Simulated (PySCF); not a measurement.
**From one method to the next for PO3⁻**

Starting from one script, swap the method and compare what comes out for PO3⁻.

Computed with PySCF 2.14.0. Level: method and basis as typed in the scripts.

## (1) The system as given

PO3⁻: 4 atoms, charge -1, spin multiplicity 1.

Bond lengths: P1–O2 1.512 Å, P1–O3 1.512 Å, P1–O4 1.512 Å. Angles: O2–P1–O3 120.0°, O2–P1–O4 120.0°, O3–P1–O4 120.0°.

## (2) The run that the others are compared with

The input, input.py:

```python
from pyscf import gto, scf
from pyscf.prop.polarizability import rhf as pol

mol = gto.M(
    atom='P 0 0 0; O 1.5121 0 0; O -0.7561 1.3095 0; O -0.7561 -1.3095 0',
    basis='jorge-dzp',
    charge=-1,
    spin=0,
    verbose=4,
)
mf = scf.RHF(mol)
mf.kernel()
print('polarizability (a.u.)')
print(pol.Polarizability(mf).polarizability().round(4))
mf.dip_moment()
print('orbital energies (hartree):', mf.mo_energy[..., max(0, mol.nelec[1]-3):mol.nelec[0]+3].round(4))
```

Launch:

```sh
$ OMP_NUM_THREADS=1 python input.py
```

## (3) SCF alone

Run 1 changes step after the SCF: polarizability → none.

input.py, as its differences from that of step 2:

```diff
@@ -1,3 +1,2 @@
 from pyscf import gto, scf
-from pyscf.prop.polarizability import rhf as pol
 
@@ -12,4 +11,2 @@
 mf.kernel()
-print('polarizability (a.u.)')
-print(pol.Polarizability(mf).polarizability().round(4))
 mf.dip_moment()
```

## (4) Gradient

Run 2 changes step after the SCF: polarizability → gradient.

input.py, as its differences from that of step 2:

```diff
@@ -1,3 +1,2 @@
 from pyscf import gto, scf
-from pyscf.prop.polarizability import rhf as pol
 
@@ -12,4 +11,3 @@
 mf.kernel()
-print('polarizability (a.u.)')
-print(pol.Polarizability(mf).polarizability().round(4))
+mf.nuc_grad_method().kernel()
 mf.dip_moment()
```

## (5) Population analysis

Run 3 changes step after the SCF: polarizability → analyze.

The input, input.py:

```python
from pyscf import gto, scf

mol = gto.M(
    atom='P 0 0 0; O 1.5121 0 0; O -0.7561 1.3095 0; O -0.7561 -1.3095 0',
    basis='jorge-dzp',
    charge=-1,
    spin=0,
    verbose=4,
)
mf = scf.RHF(mol)
mf.kernel()
mf.analyze()
print('orbital energies (hartree):', mf.mo_energy[..., max(0, mol.nelec[1]-3):mol.nelec[0]+3].round(4))
```

## (6) UHF

Run 4 changes SCF type: RHF → UHF.

The input, input.py:

```python
from pyscf import gto, scf
from pyscf.prop.polarizability import uhf as pol

mol = gto.M(
    atom='P 0 0 0; O 1.5121 0 0; O -0.7561 1.3095 0; O -0.7561 -1.3095 0',
    basis='jorge-dzp',
    charge=-1,
    spin=0,
    verbose=4,
)
mf = scf.UHF(mol)
mf.kernel()
print('polarizability (a.u.)')
print(pol.Polarizability(mf).polarizability().round(4))
mf.dip_moment()
print('orbital energies (hartree):', [e[max(0, n-3):n+3].round(4) for e, n in zip(mf.mo_energy, mol.nelec)])
```

Before running it: what results should come out? Wanted: for each run, E(SCF); from base; gap.

**Answer**, as computed:

| run | E(SCF) (hartree) | from base (eV) | cycles | gap (eV) |
| --- | --- | --- | --- | --- |
| base | -565.455543 | 0 | 9 | 15.84 |
| SCF alone | -565.455543 | 0.0000 | 9 | 15.84 |
| gradient | -565.455543 | 0.0000 | 9 | 15.84 |
| population analysis | -565.455543 | 0.0000 | 9 | 15.84 |
| UHF | -565.455543 | 0.0000 | 11 | 15.84 |

What this shows: No change of the SCF energy comes from UHF.
